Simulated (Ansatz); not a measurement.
# BNHO (doublet): geometry optimisation

Aim: relax a generated start of BNHO (doublet) and see which bonds hold.

The runs use Ansatz 0.2.0, Gaussian basis; UKS PBE0/def2-TZVP.

## (1) Where the work starts

4 atoms, charge 0, spin multiplicity 2.

Atoms are counted from 1 here; the program's logs count them from 0.

Bond lengths: B1–O2 1.217 Å, B1–H4 1.137 Å, O2–N3 1.230 Å. Angles: O2–B1–H4 180.0°, B1–O2–N3 180.0°.

The start was built by rule and, where that kept it together, relaxed with GFN2-xTB. Sticks and bond lists go by distance. 

## (2) Relaxation

Contents of in.yaml:

```yaml
crystal:
  periodic: [false, false, false]
  atoms:
    - {symbol: B, position_ang: [0.000000, 0.000000, -0.632000]}
    - {symbol: O, position_ang: [0.000000, 0.000000, 0.585419]}
    - {symbol: N, position_ang: [0.000000, 0.000000, 1.815289]}
    - {symbol: H, position_ang: [0.000000, 0.000000, -1.768708]}
basis:
  gaussian: {orbitals: def2-TZVP}
magnetization: {spin_polarized: true, initial_magnetization: 1}
hamiltonian: {xc: pbe0}
relax: {f_tol: 0.004, max_steps: 80}
```

The run is started by

```sh
> ansatz run in.yaml --threads 1 --pin off --events-out ev --progress --plain --max-ram 2176MiB
```

Before running it: what results should come out? Wanted: energy gained; shift from the start; total energy; dipole moment; ⟨S²⟩.

As calculated:

| quantity | value |
| --- | --- |
| steps | 7 |
| energy gained | 0.123 eV |
| shift from the start (rms) | 0.044 Å |
| total energy | -4220.9509 eV |
| dipole moment | 4.06 D |
| ⟨S²⟩ | 0.781 |

The bonds of the start are those of the end. O2–N3 went from 1.230 to 1.309 Å. No vibrations were run, so this is a stationary point, not a proven minimum, and this spin need not be the ground state's.
